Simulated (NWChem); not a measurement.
Correlation energy of Na2

SMILES: [Na][Na]
```xyz
2

Na     0.0000     0.0000     1.5547
Na     0.0000     0.0000    -1.5547
```
Charge 0, spin multiplicity 1.

Everything below was run with NWChem. Structure: optimised with PBE/def2-SVP, a minimum by its harmonic frequencies.

Basis set: cc-pVDZ. Each correlation energy counts from its own Hartree-Fock reference.

The correlated methods keep 2 core orbitals frozen. The structure started from a generated list of species. Coupled-cluster values serve here as a point of comparison, not as the truth.

```csv
method,correlation energy (mHa)
CR-CCSD[T],-29.3
SCS-MP2,___
CR-CCSD(T),-29.3
CCSD(T),-29.3
CCSD,-29.1
CCSD+T(CCSD),-29.3
MP2,___
```

Q: Complete the blanks.

A: 
- SCS-MP2, correlation energy (mHa): -23.4
- MP2, correlation energy (mHa): -20.2
